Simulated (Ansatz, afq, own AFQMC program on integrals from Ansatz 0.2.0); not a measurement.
**NH, triplet: AFQMC among the cluster methods**

```xyz
2

N     0.0000    0.0000    0.0000
H     0.0000    0.0000    0.8210
```

Basis cc-pVDZ. Noble-gas cores (and the filled d shells of Ga–Kr and In–Xe) are frozen. Integrals, coupled cluster, full CI and functionals: Ansatz 0.2.0; the random walks run on the same integrals in our own AFQMC program. The CISD trial takes its coefficients from CCSD amplitudes. Released means that phaseless walkers are propagated on without the constraint, phases kept. Error bars are statistical, one sigma.

Determinant: ROHF, the one that the program's search chose, which needn't be the lowest solution. The geometry is a point of a scan.

Full CI on the same integrals is exact in this basis and with this determinant's frozen core.

Cautions: lower spins were not checked.

* T1 diagnostic: 0.0154
* weight of the determinant in the CISD state: 0.961
* size of the correlated space: 6 electrons in 18 orbitals

```csv
level,correlation energy (eV)
MP2,-2.8583
CCSD,-3.3348
CCSD(T),-3.3686
```

Task: Estimate where full CI lies against CCSD(T) on the same integrals.

Result: 0.8 kJ/mol below CCSD(T).

Reference: full CI, correlation energy -3.377 eV. The released energy is read at 1.62 1/Eh, later times being too noisy (meV from the phaseless value at times in 1/Eh: -0.8 ± 0.5 at 0.24, -0.7 ± 0.6 at 0.51, -1.9 ± 0.4 at 0.99, -1.8 ± 0.5 at 1.62, -5.0 ± 2.5 at 2.40).

```json
{"level": "CCSD(T)", "E − E(reference) (kJ/mol)": "0.8", "share of correlation (%)": "99.75"}
{"level": "CCSDT", "E − E(reference) (kJ/mol)": "0.2", "share of correlation (%)": "99.93"}
{"level": "CCSDT(Q)", "E − E(reference) (kJ/mol)": "0.0", "share of correlation (%)": "99.99"}
{"level": "CCSDTQ", "E − E(reference) (kJ/mol)": "0.0", "share of correlation (%)": "100.00"}
{"level": "ph-AFQMC/CISD", "E − E(reference) (kJ/mol)": "0.2 ± 0.07", "share of correlation (%)": "99.94"}
{"level": "released AFQMC", "E − E(reference) (kJ/mol)": "0.0 ± 0.05", "share of correlation (%)": "99.99"}
```

CCSDT and higher add their correlation energy to the determinant of the CCSD(T) run, since their own runs factorise the integrals more tightly (a shift of under 2 meV). A walk keeps the symmetry of its determinant, which the program's search chose and which needn't be the lowest solution, so a lower state of the same spin and another symmetry isn't excluded. Released energies are given only where the last usable release times agree within the noise; a slower fall can still hide under it.
